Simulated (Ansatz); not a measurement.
Job for Ansatz (a program for electronic structure): U-MP2/aug-cc-pV(T+d)Z on H2P (SMILES [PH2]), 2S+1 = 2, atoms moved off the minimum. Files ending in .json are basis or fitting sets from the Basis Set Exchange.

Ansatz 0.2 input:
```yaml
crystal:
  periodic: [false, false, false]
  atoms:
    - {symbol: P, position_ang: [0.09885015, 0.22118315, -0.00842569]}
    - {symbol: H, position_ang: [-1.05010574, -0.88362073, -0.04599813]}
    - {symbol: H, position_ang: [1.03211125, -0.90696759, -0.04993289]}
basis:
  gaussian:
    orbitals: aug-cc-pV_T+d_Z.json
magnetization: {spin_polarized: true, initial_magnetization: 1}
correlation: {method: mp2, electrons: outside_noble_gas}
scf: {omitted_lower_state_checks: [cluster_reference]}
output: {forces: true}
```

The log:

```
WARN ansatz: RAYON_NUM_THREADS=1 ignored (pool sized by the plan → 1); use --threads N
Functional definition: HF
these checks for a lower state are left out or cut short: cluster_reference
integrals: 0.05 GiB planned
574 factors; integrals over basis functions are off by at most 7.5e-4 eV
mean field: 0.18 GiB planned
mean field evaluation 1: about -9302.4065 eV, gradient 6.1e0 eV
mean field evaluation 2: about -9302.4068 eV, gradient 6.1e0 eV
mean field evaluation 4: about -9302.9160 eV, gradient 6.3e-1 eV
mean field evaluation 8: about -9302.9236 eV, gradient 2.3e-3 eV
mean field -9302.92361140 eV, -341.8761369709 hartree, gradient 3.5e-6 eV, S^2 0.771556; 0 other end points of the search recorded, 0 dependent functions left out
5 core orbitals not correlated
reference -9302.92361140 eV, -341.8761369709 hartree; 4, 3 occupied and 92, 93 virtual orbitals, 574 factors
densities: 0.20 GiB planned
second order -3.84905431 eV of doubles, -0.00000000 eV of singles
the calculation of the forces begins
Total energy: -9306.77266571 eV, -342.0175871077 hartree
Atom 0 at     0.098850     0.221183    -0.008426 Å, force    -1.268643    -2.832880    -0.098842 eV/Å
Atom 1 at    -1.050106    -0.883621    -0.045998 Å, force     1.674879     1.938287     0.066426 eV/Å
Atom 2 at     1.032111    -0.906968    -0.049933 Å, force    -0.406237     0.894593     0.032416 eV/Å
Dipole moment:     0.021334    -0.071312    -0.002568 e Å
Checks for a lower state left out: cluster_reference
```

The calculation finished and met its thresholds.

Cost: around 2.2 core-seconds (rough).
